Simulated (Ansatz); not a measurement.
**H₄O₂: geometry and frequencies at several levels**

The task here is to estimate one member of a computed series from the others.

Program: Ansatz 0.2.0. Level of theory: the levels named in each step. These are calculated values, not measurements.

**The system as given**

Bond lengths: O1–H3 0.952 Å, O1–H4 0.968 Å, O2–H5 0.959 Å, O2–H6 0.969 Å. Angles: H3–O1–H4 107.2°, H5–O2–H6 106.2°.

As a file:

```xyz
6

O    -0.2668   -0.0914   -1.3609
O     0.2771    0.0918    1.4172
H     0.5775    0.0890   -1.7629
H    -0.8293    0.6811   -1.5157
H     0.0146   -0.6936    1.8999
H     0.0567   -0.0753    0.4884
```

Set-up of the first run:

File input.yaml:

```yaml
crystal:
  periodic: [false, false, false]
  atoms:
    - { symbol: O, position_ang: [-0.26684, -0.09144, -1.36087] }
    - { symbol: O, position_ang: [0.2771, 0.09183, 1.41716] }
    - { symbol: H, position_ang: [0.57746, 0.08898, -1.76291] }
    - { symbol: H, position_ang: [-0.82934, 0.68113, -1.51574] }
    - { symbol: H, position_ang: [0.01459, -0.69361, 1.89988] }
    - { symbol: H, position_ang: [0.05674, -0.07529, 0.48836] }
basis:
  gaussian: { orbitals: def2-SVP }
hamiltonian:
  xc: pbe
  dispersion: d4
relax:
  f_tol: 0.03
  max_steps: 200
```

The run is started by

```console
> ansatz run input.yaml --threads 2 --pin off --max-ram 5120MiB --backend cpu --events-out ev --progress --plain --runs-dir out
```

Steps of the session up to this table: A rough first relaxation, PBE-D4/def2-SVP; Relaxation, PBE0-D4/def2-TZVPP; Frequencies, PBE0-D4/def2-TZVPP; Relaxation, PBE-D4/def2-TZVPP; Frequencies, PBE-D4/def2-TZVPP; Relaxation, r2SCAN-D4/def2-TZVPP; Frequencies, r2SCAN-D4/def2-TZVPP; Relaxation, B3LYP-D4/def2-TZVPP; Frequencies, B3LYP-D4/def2-TZVPP; Relaxation, B2PLYP/def2-TZVPP; Frequencies, B2PLYP/def2-TZVPP.

One of the session's tables, all rows but one given; the rest of the session is left out.

| level | O1–H3 (Å) | O1–H4 (Å) | dipole (D) | highest frequency (cm⁻¹) |
| --- | --- | --- | --- | --- |
| PBE0-D4/def2-TZVPP | ? | ? | ? | ? |
| PBE-D4/def2-TZVPP | 0.9702 | 0.9702 | 2.43 | 3804 |
| r2SCAN-D4/def2-TZVPP | 0.9615 | 0.9615 | 2.29 | 3905 |
| B3LYP-D4/def2-TZVPP | 0.9616 | 0.9616 | 2.63 | 3904 |
| B2PLYP/def2-TZVPP | 0.9599 | 0.9599 | 2.68 | 3934 |

Q: Estimate the row for PBE0-D4/def2-TZVPP from the others.

**Answer.** O1–H3 (Å): 0.9587; O1–H4 (Å): 0.9587; dipole (D): 2.61; highest frequency (cm⁻¹): 3964. In the column «O1–H3 (Å)» it is the lowest.
